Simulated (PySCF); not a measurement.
**SiH: changing the method**

What do other methods print for SiH?

The runs use PySCF 2.14.0; each script names its method and basis.

2 further runs of the same task are left out: 2 that didn't finish.

## Step 1: Starting geometry

SiH: 2 atoms, charge 0, spin multiplicity 2.

Bond lengths: Si1–H2 1.435 Å.

## Step 2: Base script

The input, input.py:

```python
from pyscf import gto, dft

mol = gto.M(
    atom='Si 0 0 0; H 0 0 1.435',
    basis='pcseg-2',
    charge=0,
    spin=1,
    verbose=4,
)
mf = dft.UKS(mol, xc='hse06')
mf.kernel()
mf.dip_moment()
print('orbital energies (hartree):', [e[max(0, n-3):n+3].round(4) for e, n in zip(mf.mo_energy, mol.nelec)])
```

Run with:

```console
$ OMP_NUM_THREADS=1 python input.py
```

## Step 3: Hcth407

Variant 1 changes functional: hse06 → hcth407.

Changes to input.py since step 2:

```diff
@@ -9,3 +9,3 @@
 )
-mf = dft.UKS(mol, xc='hse06')
+mf = dft.UKS(mol, xc='hcth407')
 mf.kernel()
```

## Step 4: Slater,

Variant 2 changes functional: hse06 → slater,.

Changes to input.py since step 2:

```diff
@@ -9,3 +9,3 @@
 )
-mf = dft.UKS(mol, xc='hse06')
+mf = dft.UKS(mol, xc='slater,')
 mf.kernel()
```

## Step 5: M062x

Variant 3 changes functional: hse06 → m062x.

Changes to input.py since step 2:

```diff
@@ -9,3 +9,3 @@
 )
-mf = dft.UKS(mol, xc='hse06')
+mf = dft.UKS(mol, xc='m062x')
 mf.kernel()
```

## Step 6: Stability test

Variant 4 changes step after the SCF: none → stability.

Changes to input.py since step 2:

```diff
@@ -11,2 +11,3 @@
 mf.kernel()
+mf.stability(internal=True, external=True)
 mf.dip_moment()
```

## Step 7: Pbe0

Variant 5 changes functional: hse06 → pbe0.

Changes to input.py since step 2:

```diff
@@ -9,3 +9,3 @@
 )
-mf = dft.UKS(mol, xc='hse06')
+mf = dft.UKS(mol, xc='pbe0')
 mf.kernel()
```

## Step 8: RKS

Variant 6 changes SCF type: UKS → RKS.

The input, input.py:

```python
from pyscf import gto, dft

mol = gto.M(
    atom='Si 0 0 0; H 0 0 1.435',
    basis='pcseg-2',
    charge=0,
    spin=1,
    verbose=4,
)
mf = dft.RKS(mol, xc='hse06')
mf.kernel()
mf.dip_moment()
print('orbital energies (hartree):', mf.mo_energy[..., max(0, mol.nelec[1]-3):mol.nelec[0]+3].round(4))
```

**Question.** What will these runs give? Wanted: for each run, E(SCF); from base; gap, α spin; SCF dipole; after the SCF.

**Answer**, as computed:

```tsv
run	E(SCF) (hartree)	from base (eV)	cycles	gap, α spin (eV)	SCF dipole (D)	after the SCF
base	-289.882079	0	9	1.45	0.47	n/a
hcth407	-290.020866	not comparable	9	0.40	0.47	n/a
slater, (poor choice)	-287.716908	not comparable	8	0.13	0.53	n/a
m062x	-289.969073	not comparable	8	3.81	0.44	n/a
stability test	-289.882079	0.0000	9	1.45	0.47	unstable: UHF/UKS -> GHF/GKS
pbe0	-289.865828	not comparable	9	2.23	0.48	n/a
RKS	-289.880633	+0.0393	7	n/a	0.47	n/a
```

The α-spin gap between the frontier levels is 0.4 eV with hcth407 (0 % exact exchange) and 3.8 eV with m062x (54 %): exact exchange opens it. A lower total energy from another functional means nothing by itself. The dearest run is “stability test”, at 16 s against 3.6 s. Rows marked «poor choice» come from settings spoiled on purpose.
